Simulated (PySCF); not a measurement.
**C₂⁺: frontier orbitals**

B3LYP at R = 1.402 Å; PySCF, no relativity, basis sets C pcseg-1. State: ⁴Σg⁻ (quartet), unpaired electrons σ ↑, π ↑↑. Only the outer orbitals are listed.

| spin | orbital | occ. | ε (eV) | main shells (%) |
| --- | --- | --- | --- | --- |
| α | σg | 1 | -32.88 | 77 s, 22 p |
| α | σu | 1 | -22.55 | 87 s, 13 p |
| α | πu | 1 | -19.53 | 99 p |
| α | πu | 1 | -19.53 | 99 p |
| α | σg | 1 | -19.33 | 73 p, 26 s |
| α | πg | 0 | -11.61 | 100 p |
| α | πg | 0 | -11.61 | 100 p |
| β | σg | 1 | -30.13 | 76 s, 23 p |
| β | σu | 1 | -19.28 | 88 s, 12 p |
| β | πu | 0 | -15.11 | 99 p |
| β | πu | 0 | -15.11 | 99 p |
| β | σg | 0 | -14.73 | 70 p, 29 s |

Question: Which are the highest filled and the lowest empty level, where do they sit, and how wide is the gap?

Answer: Highest filled β σu at -19.28 eV (in %: 88 s, 12 p); lowest empty β πu at -15.11 eV (in %: 99 p); the gap at B3LYP is 4.17 eV.

| Property | Result |
| --- | --- |
| bond order (Mayer) | 1.90 |
| ⟨S²⟩ | 3.752 |
| polarisability along the bond | 33.9 bohr³ |
| polarisability across the bond | 9.4 bohr³ |

The state is the lowest determinant that a PBE0 search found; another state may lie lower at other levels.
